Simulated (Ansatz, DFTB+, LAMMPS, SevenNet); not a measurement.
**Lattice parameter a of hcp Ru: levels of theory against measurement**

Reference value: 2.706 Å (measured, 293 K, no zero-point or thermal correction, our sources range from 2.700 to 2.706; as tabulated in Wikipedia's data pages).

```
level (code)                    value (Å)  difference (%)
------------------------------  ---------  --------------
Lennard-Jones uff-vdw (LAMMPS)      2.879           +6.39
GFN1-xTB as cut by DFTB+            2.744           +1.40
SevenNet-0                          2.739           +1.22
LDA (Ansatz)                        2.676           -1.11
PBE (Ansatz)                        2.722           +0.59
rVV10 (Ansatz)                      2.745           +1.44
r²SCAN-D4 (Ansatz)                  2.699           -0.26
r²SCAN0 (Ansatz)                    2.671           -1.29
Hartree–Fock (Ansatz)               2.672           -1.26
```

Leaving aside Lennard-Jones uff-vdw (doubt noted below): The reference is not for a static lattice or low temperature, so close values are not ranked against it. Off by more than 1.25 %, or 1.75 % on the side where a correction would as a rule narrow the miss (bounds picked here): rVV10 (+1.44 %), GFN1-xTB as cut by DFTB+ (+1.40 %).

The reference isn't brought to a static lattice, while the calculations are for one, so the differences are not the levels' errors alone.  Lennard-Jones uff-vdw: this is a force field's van der Waals term alone, without bonds or charges. GFN1-xTB as cut by DFTB+: the method was fitted mainly to molecules. GFN1-xTB as cut by DFTB+: codes differ in how they cut the long-range tail of xTB's charge interaction in a crystal, so the value belongs to this code. Cutoffs and k meshes differ between the levels. Ansatz's density-functional and Hartree–Fock values are scalar-relativistic unless marked +SOC, with PAW data made under PBE.

Machine-learned potentials (SevenNet-0) are trained on DFT data: a solid inside that data is no test of them.

Differences are worked out from the printed values.

Ansatz is a program for electronic structure.
